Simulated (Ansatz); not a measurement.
Rb (model structure, started from the beta-W type, Pm-3n, No. 223, 8 atoms in the cell)

These are PBEsol (Ansatz, a first-principles code, PAW) values and carry that method's errors.

Numerical settings: plane-wave cutoff 500 eV, 8×8×8 k mesh, Fermi–Dirac smearing 0.1 eV, scalar-relativistic PAW data made under PBE.

Cell (relaxed at this level):

```xyz
8
Lattice="8.8767 0.0000 0.0000 0.0000 8.8767 0.0000 0.0000 0.0000 8.8767" Properties=species:S:1:pos:R:3 pbc="T T T"
Rb     2.2192     0.0000     4.4384
Rb     6.6576     0.0000     4.4384
Rb     0.0000     4.4384     2.2192
Rb     0.0000     4.4384     6.6576
Rb     4.4384     2.2192     0.0000
Rb     4.4384     6.6576     0.0000
Rb     0.0000     0.0000     0.0000
Rb     4.4384     4.4384     4.4384
```

```json
{
 "band_gap": "zero (no gap)"
}
```

Note: the relaxation could raise the start's symmetry but not lower it, so the cell can be a saddle point.

Spin–orbit coupling is not included.

The computed numbers hold no vibrational or temperature effects.

Cost on a shared machine: about 5 core-minutes (a rough figure).

A model structure was made by putting elements into a prototype or built by hand; it is no filed structure, need not be a known phase, and can be a saddle point held by its symmetry.
